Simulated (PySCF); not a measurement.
## Rotational lines of BO⁻

Lines J+1 ← J of the vibrational ground state, computed from RHF-CCSD(T) constants of BO⁻, ¹Σ⁺ (singlet), closed shell (PySCF, no relativity, basis sets B def2-SVPD, O def2-SVPD; masses 11.0093 and 15.9949 u), in MHz:

```json
{"J": "5", "ν (MHz)": "591502"}
{"J": "6", "ν (MHz)": "690017"}
{"J": "7", "ν (MHz)": "788500"}
{"J": "8", "ν (MHz)": "886948"}
{"J": "9", "ν (MHz)": "985354"}
```

Q: Find B0 and the effective bond length r0; with αe = 0.0169 cm⁻¹, find Re.

A: ν = 2B0(J+1) − 4D(J+1)³ gives B0 = 1.6446 cm⁻¹. With the reduced mass μred = 6.5209 u, r0 = √(16.8576/(μred·B0)) (u, cm⁻¹, Å) = 1.2538 Å. Be = B0 + αe/2 = 1.6531 cm⁻¹ gives Re = 1.251 Å.

Correlated steps freeze 2 core orbitals. The CCSD T1 diagnostic is raised, a sign that a single reference may not be enough here.
